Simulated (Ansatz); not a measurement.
The input, for Ansatz 0.2.0:

```yaml
crystal:
  periodic: [false, false, false]
  atoms:
    - {symbol: Al, position_ang: [0.000000, 0.000000, 0.056222]}
    - {symbol: O, position_ang: [0.000000, 0.000000, -1.680778]}
    - {symbol: H, position_ang: [0.000000, 0.000000, 1.624557]}
basis:
  gaussian: {orbitals: STO-3G}
correlation: {active_space: {window: {electrons: 10, orbitals: 9}, states: [{multiplicity: 1, weights: [1, 1, 1]}], fixed_orbitals: true}}
```

```sh
$ ansatz run in.yaml --threads 1 --pin off --events-out ev --progress --plain --max-ram 2393MiB
```

**Question.** Roughly how long does this take on 1 thread of Arm Neoverse V1, shared host, and how much host memory?

**Answer.** 1.3 s wall and 0.14 GiB.

```
240 factors; integrals over basis functions are off by at most 3.8e-8 eV
mean field evaluation 1: about -8517.0408 eV, gradient 4.0e1 eV
mean field evaluation 2: about -8517.0430 eV, gradient 4.0e1 eV
mean field evaluation 4: about -8525.2528 eV, gradient 8.2e0 eV
mean field evaluation 8: about -8525.6292 eV, gradient 5.1e-2 eV
mean field -8525.62562787 eV, -313.3109629475 hartree, gradient 2.2e-6 eV, S^2 0.000000; 0 other end points of the search recorded, 0 dependent functions left out
reference -8525.62562787 eV, -313.3109629475 hartree; 11, 11 occupied and 4, 4 virtual orbitals, 240 factors
state -8529.74294186 eV, -313.4622714461 hartree
state -8525.05372796 eV, -313.2899460135 hartree
state -8525.05372794 eV, -313.2899460128 hartree
Total energy: -8526.61679925 eV, -313.3473878241 hartree
```
